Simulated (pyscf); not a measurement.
Thermochemistry of product channels of bromide (Br⁻) + Cl–CH₂–Cl on the singlet surface, in kJ/mol, from CCSD(T)/def2-TZVPPD + ΔMP2(QZVPPD) energies (ideal gas, 1 atm, RRHO with modes under 100 cm⁻¹ raised to 100, one conformer, R ln 2 for rigid chiral ones). Structures and frequencies: ωB97X-D3(BJ)/def2-SVPD in PySCF. Correlated levels are frozen-core, on RHF or UHF. ΔMP2 is the change of the MP2 total energy from the triple- to the quadruple-zeta basis.

```csv
products,ΔE,ΔH(298 K),ΔG(298 K),ΔG(900 K)
Cl–CH₂–Br + chloride (Cl⁻),[?],+33.4,+31.3,+26.5
H₂C⁻–Br + chlorine (Cl–Cl),+397.4,+383.1,+369.4,[?]
Cl–Br + H₂C⁻–Cl,+386.4,+372.5,+357.2,+325.6
hydrogen bromide (HBr) + Cl–CH⁻–Cl,+240.1,+220.7,+207.2,+177.2
```

Task: What belongs in the gaps?

Result: 
- Cl–CH₂–Br + chloride (Cl⁻), ΔE: +34.6
- H₂C⁻–Br + chlorine (Cl–Cl), ΔG(900 K): +340.8

These are energies of the channels, which say nothing of barriers. The CCSD(T) − MP2 part came from Ansatz, without density fitting, on the same reference. The frozen core leaves the outer d or s,p core shells of the metals and heavy elements correlated in the MP2 and CC values, and def2-TZVPP describes them poorly, which can shift differences by a few kcal/mol. Elements up to Kr have no core potential and no relativistic terms here.
